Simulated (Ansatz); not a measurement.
# BSiH2+ (triplet): the correlation ladder, def2-QZVPP

One table from this session's results is given with a row withheld; the runs are named, their logs left out.

Computed with Ansatz 0.2.0, Gaussian basis. Level: def2-QZVPP, core rule «outside noble gas», up to 6 orbitals frozen.

To be run: UHF; ROHF; CCSD(T) on UHF.

2 further runs of the same task are left out: 2 set aside as unsound or not needed.

## The geometry

The geometry is a PBE0/def2-TZVP stationary point (not a proven minimum) of the parent state, kept for this charge and spin.

4 atoms, charge 1, spin multiplicity 3.

Atoms are counted from 1 here; the program's logs count them from 0.

Bond lengths: Si1–B2 1.925 Å, B2–H3 1.203 Å, B2–H4 1.203 Å. Angles: Si1–B2–H3 121.5°, Si1–B2–H4 121.5°, H3–B2–H4 117.1°.

Set-up of the first run:

in.yaml reads:

```yaml
crystal:
  periodic: [false, false, false]
  atoms:
    - {symbol: Si, position_ang: [0.000000, 0.000000, 0.634524]}
    - {symbol: B, position_ang: [0.000000, 0.000000, -1.290679]}
    - {symbol: H, position_ang: [0.000000, -1.025810, -1.918468]}
    - {symbol: H, position_ang: [0.000000, 1.025810, -1.918468]}
basis:
  gaussian: {orbitals: "def2-QZVPP.json"}
total_charge: 1
magnetization: {spin_polarized: true, initial_magnetization: 2}
hamiltonian: {xc: hf}
output: {orbitals: {seedname: orbitals}}
```

Command:

```console
ansatz run in.yaml --threads 1 --pin off --events-out ev --progress --plain --max-ram 3968MiB --backend cpu
```

Among the steps run: UHF; ROHF; CCSD(T) on UHF.

One of the session's tables, all rows but one given; the rest of the session is left out.

| method | from UCCSD(T) (meV) |
| --- | --- |
| ROHF | +5436.7 |
| UHF | +5314.4 |
| UMP2 | ? |
| UCCSD | +217.7 |
| UCCSD(T) | 0 |

Q: Estimate the row for UMP2 from the others.

**Answer.** from UCCSD(T) (meV): +1022.4. In the column «from UCCSD(T) (meV)» it lies between UCCSD (+217.7) and UHF (+5314.4).
